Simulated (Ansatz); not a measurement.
# CH7Si: the cost of one run

Computed with Ansatz 0.2.0, Gaussian basis. Level: PBE0-D4, def2-SVP first, then def2-TZVP.

130 further runs of the same task are left out: 2 that didn't finish, 128 set aside as unsound or not needed.

## (1) The system as given

The guess: 9 atoms, charge 0, spin multiplicity 2.

Atoms are counted from 1 here; the program's logs count them from 0.

Bond lengths: C2–H4 1.078 Å, C2–H5 1.078 Å, C2–H6 1.077 Å, Si3–H7 1.454 Å, Si3–H8 1.454 Å, Si3–H9 1.454 Å. Angles: H4–C2–H5 112.6°, H4–C2–H6 112.5°, H5–C2–H6 112.6°, H7–Si3–H8 113.3°, H7–Si3–H9 113.3°, H8–Si3–H9 113.2°.

As a file:

```
H    -0.0973   -0.0245    0.2236
C    -0.6849   -0.3222    1.4487
Si    0.6850    0.3242   -1.4447
H    -0.8113    0.6205    1.9569
H    -1.6245   -0.7993    1.2225
H    -0.0003   -0.9786    1.9600
H     1.1979    1.6824   -1.3643
H     1.7292   -0.6762   -1.5949
H    -0.3939    0.1738   -2.4078
```

Distances that are to change: H1–Si3 1.88 Å, H1–C2 1.39 Å.

## (2) Constrained relaxation of the guess

The input, hold/in.yaml:

```yaml
crystal:
  periodic: [false, false, false]
  atoms:
    - {symbol: H, position_ang: [-0.097300, -0.024500, 0.223600]}
    - {symbol: C, position_ang: [-0.684900, -0.322200, 1.448700]}
    - {symbol: Si, position_ang: [0.685000, 0.324200, -1.444700]}
    - {symbol: H, position_ang: [-0.811300, 0.620500, 1.956900]}
    - {symbol: H, position_ang: [-1.624500, -0.799300, 1.222500]}
    - {symbol: H, position_ang: [-0.000300, -0.978600, 1.960000]}
    - {symbol: H, position_ang: [1.197900, 1.682400, -1.364300]}
    - {symbol: H, position_ang: [1.729200, -0.676200, -1.594900]}
    - {symbol: H, position_ang: [-0.393900, 0.173800, -2.407800]}
basis:
  gaussian: {orbitals: def2-SVP}
magnetization: {spin_polarized: true, initial_magnetization: 1}
hamiltonian: {xc: pbe0, dispersion: d4}
relax: {f_tol: 0.08, max_steps: 120, escape_saddle: false, constraints: [{distance: [0, 2]}, {distance: [0, 1]}]}
```

Launch:

```console
ansatz run in.yaml --threads 2 --pin off --events-out ev --progress --plain --max-ram 4352MiB
```

**Question.** How long does this run take on 2 threads of Intel Xeon Platinum 8259CL at 2.50GHz, shared host?

About 20 s.
